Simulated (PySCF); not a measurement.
## SiHCl: fields on a plane

Computed with PySCF, PBE0, basis Si def2-TZVP, H def2-TZVP, Cl def2-TZVP (no relativity, density fitting).

The singlet minimum has Si–Cl 2.077 Å, Si–H 1.529 Å; Cl–Si–H 94.7°.

The plane holds Si1 at (0.00, 0.00), H2 at (1.53, 0.00), Cl3 at (-0.17, 2.07) Å. Columns run from x = -2.25 to 3.75 Å, rows from y = 4.35 (top) to -1.95 Å, in steps of 0.3 Å. Other isomers or separated fragments may lie lower.

**Question.** Give the electron localisation function (set to 0 where the density is under 0.005 e/Å³). Lower edges of the bins: '_' 0.000, '.' 0.100, ':' 0.200, '-' 0.300, '=' 0.400, '+' 0.500, '*' 0.600, '#' 0.700, '%' 0.800, '@' 0.900; top 1.00, each point printed twice.

**Answer.** 
```
__________________________________________
__________________________________________
________..::::----::::..__________________
____..::====++++++++==--..________________
__..--++**############++--..______________
__::++##%%%%%%%%%%%%%%##++::______________
..==**%%%%%%--..++@@%%##++::______________
..==##%%@@**--%%..##%%%%++::______________
..==**%%%%++++++--##%%##==..______________
__::++##%%%%..__::%%##++..________________
____::==**##%%%%%%##++::__________________
______..--**##%%##**--....--++++==________
______..--====::::::--++%%@@@@@@@@**______
__..--++**==__----__++@@@@@@@@@@@@%%______
::++##%%%%::--%%%%--==@@@@@@@@@@@@@@______
++%%@@@@@@--::%%%%--==@@@@@@@@@@@@@@______
##@@@@@@@@%%..----__##@@@@@@@@@@@@@@______
%%@@@@@@@@@@%%--::--**%%@@@@@@@@@@##______
##@@@@@@@@@@@@@@%%**==++##@@@@@@%%________
__@@@@@@@@@@@@@@%%**--::::==++++__________
____@@@@@@@@@@@@%%++..____________________
______%%@@@@@@%%##--..____________________
```

**Question.** Give the electrostatic potential (V) (cut at 20 V). Lower edges of the bins (V): '0' -0.45, '1' -0.33, '2' -0.14, '3' 0.16, '4' 0.64, '5' 1.41, '6' 2.62, '7' 4.53, '8' 7.57, '9' 12.38; top 20.0.

**Answer.** 
```
111111221111111111222
111112222111111111222
111122332211111111122
111234444321001111122
001246776531000111112
001368999753000111112
002479999974100011112
002589999985200011112
002589999985210111112
112589999975311111112
123468999875321111112
223467899875432111112
234578999986554321112
234679999998886432122
234689999999998532222
124589999999998532222
113579999998886432222
001367999987654322222
000246788876443322222
000024566655433222222
100012345544433222222
111112334444333322222
```
